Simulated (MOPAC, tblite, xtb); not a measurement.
Dissociation curve of LiH, singlet. Each curve is given relative to its own lowest point near equilibrium.

```
R / Å      A      B      C      D
-----  -----  -----  -----  -----
1.19    31.7  150.0    3.6   14.4
1.26    14.6   93.9    0.0    4.8
1.35     3.3   44.9    4.4    0.0
1.47     0.0   10.1   21.5    2.4
1.51     0.9    4.4   29.3    4.8
1.52     1.2    3.4   31.4    5.5
1.60     5.3    0.0   49.6   12.1
1.64     8.2    1.1   59.5   16.1
1.69    12.4    4.6   72.6   21.6
1.74    17.3   10.1   86.2   27.5
1.87    32.8   31.5  122.9   44.2
2.00    51.4   59.6  160.3   61.2
2.16    76.3   98.8  205.3   82.8
2.44   122.3  169.2  278.0  126.9
2.65   158.4  218.2  325.8  160.3
2.91   204.4  271.3  376.6  200.3
3.21   257.6  321.6  424.3  243.2
3.52   310.1  362.7  463.3  282.6
3.92   370.5  402.7  501.5  325.4
4.35   422.1  433.9  531.3  361.0
4.73       —  454.5  551.2      —
5.53       —  484.5  580.5      —
6.27       —  502.8  599.1      —
```

Energies in kJ/mol.

Which curve belongs to which method? The methods are AM1, restricted, heats of formation (MOPAC); GFN1-xTB in xtb 6.7.1; tblite with GFN2-xTB, 300 K electronic temperature; PM6, restricted, heats of formation (MOPAC).

A is GFN1-xTB; B is AM1; C is PM6; D is GFN2-xTB.

A dash means that the run gave no value there, or that the column was ended at a point which the program doubted or which failed a test of continuity chosen for this set; such a test can also cut sound points.

The restricted form behind PM6, AM1 keeps the bonding electrons paired and can't separate into open-shell fragments.
